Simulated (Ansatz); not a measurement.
Ca (fcc, Cu type): values from a third-order Birch-Murnaghan fit to a volume scan beside measured ones. Computed values: PBE (plane waves to 420 eV, PAW, scalar-relativistic; Ansatz, a quantum-chemistry and plane-wave program). Ca was relaxed with its symmetry unable to fall. The PAW data are Ansatz's earlier set.

```tsv
quantity	reference	kind
Lattice constant a (Å)	5.553	measured, corrected to the static lattice
```

References as given in: Gábor I. Csonka, John P. Perdew, Adrienn Ruzsinszky et al., Physical Review B (2009), arXiv:0903.4037.

Question: Estimate the PBE values and the sign and size of each difference.

Answer: 
```csv
quantity,PBE,difference
Lattice constant a (Å),5.526,-0.5 %
```

PBE underestimates the lattice constant a by 0.5 %.

(Under strain, the slope of the energy per volume gives the stress and its curvature an elastic modulus.)
